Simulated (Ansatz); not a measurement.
# Si₂+ (doublet): the correlation ladder, aug-cc-pVDZ

One table from this session's results is given with a row withheld; the runs are named, their logs left out.

Method: aug-cc-pVDZ, core rule «outside noble gas», up to 10 orbitals frozen; program: Ansatz 0.2.0, Gaussian basis.

Plan: UHF; CCSD(T) on ROHF; CCSD(T) on UHF; BCCD(T) on ROHF; CISD as a restricted active space (open shells left free, so some higher excitations enter); CCSDT(Q) on ROHF; CCSDT(Q) on UHF; CISDTQ; CCSDTQ on ROHF; CCSDTQ on UHF; CASSCF and MRCISD+Q, 7 electrons in 8 orbitals; CASSCF and NEVPT4(SD), 7 electrons in 8 orbitals; CASSCF and NEVPT2, 7 electrons in 8 orbitals.

9 further runs of the same task are left out: 4 that didn't finish, 5 set aside as unsound or not needed. Runs told in other sessions of the task aren't counted.

## The geometry

The geometry is a PBE0/def2-TZVP stationary point (not a proven minimum) of the parent state, kept for this charge and spin.

2 atoms, charge 1, spin multiplicity 2.

Atoms are counted from 1 here; the program's logs count them from 0.

Bond lengths: Si1–Si2 2.273 Å.

Geometry (Å):

```xyz
2

Si    0.0000    0.0000    0.0000
Si    0.0000    0.0000    2.2726
```

Set-up of the first run:

Input file in.yaml:

```yaml
crystal:
  periodic: [false, false, false]
  atoms:
    - {symbol: Si, position_ang: [0.000000, 0.000000, 0.000000]}
    - {symbol: Si, position_ang: [0.000000, 0.000000, 2.272600]}
basis:
  gaussian: {orbitals: aug-cc-pVDZ}
total_charge: 1
magnetization: {spin_polarized: true, initial_magnetization: 1}
hamiltonian: {xc: hf}
output: {orbitals: {seedname: orbitals}}
```

Started as:

```sh
ansatz run in.yaml --threads 1 --pin off --events-out ev --progress --plain --max-ram 4160MiB --backend cpu
```

Among the steps run: UHF; CCSD(T) on ROHF; CCSD(T) on UHF; BCCD(T) on ROHF; CISD as a restricted active space (open shells left free, so some higher excitations enter); CCSDT(Q) on ROHF; CCSDT(Q) on UHF; CISDTQ; CCSDTQ on ROHF; CCSDTQ on UHF; CASSCF and MRCISD+Q, 7 electrons in 8 orbitals; CASSCF and NEVPT4(SD), 7 electrons in 8 orbitals; CASSCF and NEVPT2, 7 electrons in 8 orbitals.

One table of the session follows, with a row left open; its other results are not shown here.

```
            method  from RCCSDTQ (kcal/mol)
              ROHF                        ?
              RMP2                   +29.19
              CISD                   +12.14
             RCCSD                    +5.32
          RCCSD(T)                    +1.89
           BCCD(T)                    +1.88
            RCCSDT                    +0.52
            CISDTQ                    +0.74
         RCCSDT(Q)                    +0.15
           RCCSDTQ                        0
    CASSCF valence                   +57.02
    NEVPT2 valence                   +17.48
NEVPT4(SD) valence                    +3.74
    MRCISD valence                    +4.84
  MRCISD+Q valence                    +1.19
```

Q: Estimate the row for ROHF from the others.

**Answer.** from RCCSDTQ (kcal/mol): +99.88. In the column «from RCCSDTQ (kcal/mol)» it is the highest.

To keep in mind: Left out of the table: UHF, UMP2, UCCSD, UCCSD(T), UCCSDT, UCCSDT(Q), UCCSDTQ (another determinant or state than the rows shown).
